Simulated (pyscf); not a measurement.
Homolytic dissociation enthalpies at 298 K of Ge–S, Ge–Se, Se–Si, S–Si, S–Sn bonds in 8 gas-phase molecules, in kcal/mol. Single points on ωB97X-D3(BJ)/def2-SVP structures (PySCF, gas phase). Both columns use the same structures and thermal terms. Rows were drawn at random from the closed-shell molecules with such a bond whose radicals are computed, keep their shape and have no isomer in the data more than 5 kcal/mol lower.

| row | molecule | radicals | B3LYP-D3(BJ)/def2-TZVP | ωB97M-D3(BJ)/def2-TZVP |
|---|---|---|---|---|
| 1 | Cl–Ge(Cl)(Cl)–SeH | Cl–Ge•(Cl)–Cl + SeH• | 63.5 | 64.6 |
| 2 | HS–Ge(Cl)(Cl)–Cl | SH• + Cl–Ge•(Cl)–Cl | 69.9 | 74.0 |
| 3 | H₂N–Si(NH₂)(NH₂)–SH | H₂N–Si•(NH₂)–NH₂ + SH• | 92.4 | 98.8 |
| 4 | Cl–GeH(Cl)–SeH | Cl–GeH•–Cl + SeH• | 66.0 | 66.5 |
| 5 | H₂N–Sn(NH₂)(NH₂)–SH | H₂N–Sn•(NH₂)–NH₂ + SH• | 64.8 | 70.5 |
| 6 | HS–SnH₂–SnH₃ | SH• + •H₂Sn–SnH₃ | 68.3 | 70.0 |
| 7 | Cl–Si(Cl)(Cl)–SeH | Cl–Si•(Cl)–Cl + SeH• | 75.4 | ? |
| 8 | HO–Sn(OH)(OH)–SH | HO–Sn•(OH)–OH + SH• | 64.6 | 69.3 |

### Question
Fit a line that carries the B3LYP-D3(BJ) values to the last column and predict row 7.

### Answer
In the 7 complete rows the last column lies 0.5 to 6.4 kcal/mol from B3LYP-D3(BJ) (mean 3.5, median 4.1). Least squares gives y = -5.6 + 1.13·x with residuals of 1.8 kcal/mol (root mean square). For row 7: -5.6 + 1.13 × 75.4 = 79.6 kcal/mol. The computed value is 78.4 kcal/mol, 1.2 under the line. Left out: the spin-orbit lowering of SH, SeH, which is large for Br, Se, Te and I. Elements up to Kr have no core potential and no relativistic terms here. Elements past Kr carry the def2 core potentials, without spin-orbit coupling.
